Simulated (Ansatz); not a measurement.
Geometry optimisation, UKS revPBE/def2-mTZVP in Ansatz.

Input:

```yaml
crystal:
  periodic: [false, false, false]
  atoms:
    - { symbol: B, position_ang: [-0.010023, 0.0, -0.083827] }
    - { symbol: H, position_ang: [0.008251, 0.0, 1.120266] }
    - { symbol: F, position_ang: [1.149744, 0.0, -0.716141] }
    - { symbol: H, position_ang: [-1.045326, 0.0, -0.701286] }
    - { symbol: F, position_ang: [0.009954, 0.0, 3.225988] }
magnetization:
  spin_polarized: true
  initial_magnetization: 1
basis:
  gaussian: { orbitals: def2-mTZVP }
hamiltonian:
  xc: revpbe
relax:
  f_tol: 0.03
  max_steps: 50
```

Run as:

```bash
$ ansatz run input.yaml --threads 1 --pin off --max-ram 2048MiB --backend cpu --events-out ev --progress --plain --runs-dir out
```

Question: Where does it end, and by what steps?

Answer: The forces met the threshold. After 13 steps the energy has fallen by 1.097 eV; H2 moved furthest, 0.76 Å. Parted: B1–H2 (1.20 → 2.11 Å). Joined: H2–F5 (2.11 → 0.96 Å).

```tsv
step	energy less start (eV)	largest force component (eV/Å)	accepted
0	0.0000	0.857	yes
1	-0.1002	0.850	yes
2	-0.2950	0.811	yes
3	-0.5454	1.056	yes
4	-0.6044	1.219	yes
5	-0.7641	1.596	yes
6	-0.9814	0.601	yes
7	-1.0098	0.966	yes
8	-0.9606	3.467	no
9	-1.0692	0.388	yes
10	-1.0909	0.284	yes
11	-1.0963	0.171	yes
12	-1.0968	0.076	yes
13	-1.0971	0.030	yes
```

```xyz
5
Properties=species:S:1:pos:R:3
B 0.024 0.000 -0.226
H 0.006 0.000 1.882
F 1.163 0.000 -0.878
H -1.051 0.000 -0.775
F -0.030 0.000 2.841
```

Whether the end is a true minimum wasn't checked by a vibrational analysis.

The run took 16 s on 1 thread of Intel(R) Xeon(R) 6975P-C (Granite Rapids), with other jobs on the host, peak memory 0.13 GiB.
